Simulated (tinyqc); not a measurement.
ROHF in the sto-6g basis, for CH, spin multiplicity 4, step by step. This run ends on a higher stationary point, not on the lowest solution. One step of it, computed by the program tinyqc.

Problem. Iteration 3: DIIS coefficients. Solve [B -1; -1 0][c; lambda] = [0; -1] for the coefficients, which sum to one.

B (overlaps of the stored error matrices):
```
[[4.8159906e-02, -4.7067055e-02, -1.5105801e-02],
 [-4.7067055e-02, 8.8005438e-02, 3.4422962e-02],
 [-1.5105801e-02, 3.4422962e-02, 1.4832173e-02]]
```

Give: DIIS coefficients.

Solution.

DIIS coefficients: [0.015, -0.553, 1.538]
